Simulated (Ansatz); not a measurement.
# CO2 (carbon dioxide): HSE06/STO-3G

What is the energy change on altering one bond length of CO2 (carbon dioxide) at HSE06/STO-3G? 

Program for the calculation: Ansatz 0.2.0.

43 further runs of the same task are left out: 7 that didn't finish, 36 set aside as unsound or not needed.

### 1 Starting point

CO2 has 3 atoms, charge 0, and is taken as a singlet. As SMILES, `O=C=O`. Geometry: relaxed at PBE0-D4/def2-TZVP.

Bond lengths: O1–C2 1.157 Å, C2–O3 1.157 Å. Angles: O1–C2–O3 180.0°.

### 2 The energy at HSE06/STO-3G

Contents of molecule.yaml:

```yaml
crystal:
  periodic: [false, false, false]
  atoms:
    - {symbol: O, position_ang: [0.371620, -1.091900, 0.088230]}
    - {symbol: C, position_ang: [0.000120, 0.000050, 0.000070]}
    - {symbol: O, position_ang: [-0.371750, 1.091850, -0.088290]}
basis:
  gaussian: {orbitals: STO-3G}
hamiltonian: {xc: hse06}
accuracy: high
```

Run with:

```
$ ansatz run molecule.yaml --threads 1 --pin off --max-ram 3480MiB --events-out events.jsonl --progress --plain --runs-dir runs
```

The log of the run:

```text
Warning: RAYON_NUM_THREADS=1 ignored (pool sized by the plan → 1); use --threads N
Functional definition: HSE06
  name "HSE06"
  parameter a = 0.25
  parameter omega = 0.11/bohr
  exchange = pbe_x - a*pbe_x_sr(omega) + a*exact_x_sr(omega)
  correlation = pbe_c
252 factors; integrals over basis functions are off by at most 2.2e-8 eV
40 factors; integrals over basis functions are off by at most 3.5e-10 eV
mean field evaluation 1: about -5053.6614 eV, gradient 2.9e1 eV
mean field evaluation 2: about -5051.7557 eV, gradient 4.0e1 eV
mean field evaluation 4: about -5055.8210 eV, gradient 1.6e-1 eV
mean field evaluation 8: about -5055.8063 eV, gradient 8.3e-4 eV
mean field evaluation 16: about -5055.8063 eV, gradient 1.8e-8 eV
mean field -5055.80634338 eV, -185.7974561707 hartree, gradient 1.8e-8 eV, S^2 0.000000; 0 other end points of the search recorded, 0 dependent functions left out
reference -5055.80634421 eV, -185.7974562012 hartree; 11, 11 occupied and 4, 4 virtual orbitals, 252 factors
Total energy: -5055.80634421 eV, -185.7974562012 hartree
```

Wall time 0.57 s (1 thread of Intel Xeon Platinum 8488C (Sapphire Rapids), shared host).

### 3 The distorted shape

Contents of input.yaml:

```yaml
basis:
  gaussian:
    orbitals: STO-3G
crystal:
  periodic: [false, false, false]
  atoms:
    - symbol: O
      position_ang: [0.464503, -1.364911, 0.110272]
    - symbol: C
      position_ang: [0.000120, 0.000050, 0.000070]
    - symbol: O
      position_ang: [-0.371750, 1.091850, -0.088290]
total_charge: 0
magnetization:
  spin_polarized: false
  initial_magnetization: 0
hamiltonian:
  xc: {name: HSE06}
accuracy: high
```

Run with:

```
$ ansatz run input.yaml --threads 1 --pin off --max-ram 3480MiB --events-out events.jsonl --progress --plain --runs-dir runs
```

The log of the run:

```text
Warning: RAYON_NUM_THREADS=1 ignored (pool sized by the plan → 1); use --threads N
[... 6 set-up lines as earlier in the session ...]
245 factors; integrals over basis functions are off by at most 3.8e-8 eV
42 factors; integrals over basis functions are off by at most 3.3e-10 eV
mean field evaluation 1: about -5050.8502 eV, gradient 3.4e1 eV
mean field evaluation 2: about -4974.7005 eV, gradient 1.7e2 eV
mean field evaluation 4: about -5054.5353 eV, gradient 2.1e0 eV
mean field evaluation 8: about -5054.5138 eV, gradient 1.3e-1 eV
mean field evaluation 16: about -5054.5139 eV, gradient 9.3e-6 eV
mean field -5054.51385845 eV, -185.7499582254 hartree, gradient 6.5e-8 eV, S^2 0.000000; 0 other end points of the search recorded, 0 dependent functions left out
reference -5054.51385928 eV, -185.7499582558 hartree; 11, 11 occupied and 4, 4 virtual orbitals, 245 factors
Total energy: -5054.51385928 eV, -185.7499582558 hartree
```

It took 0.57 s on 1 thread of Intel Xeon Platinum 8488C (Sapphire Rapids), shared host; peak memory 0.092 GiB.

### 4 What came out

Level: HSE06/STO-3G.

| quantity | value |
| --- | --- |
| first shape: total energy | -185.79746 Eh |
| distorted shape: total energy | -185.74996 Eh |
| energy change with the O1–C2 bond stretched from 1.157 to 1.446 Å | 1.292 eV |

What this shows: With the O1–C2 bond stretched from 1.157 to 1.446 Å the energy rises by 1.29 eV (125 kJ/mol). The first shape isn't relaxed at this level, so the change isn't measured from a minimum. The minimal basis adds a large error of its own.
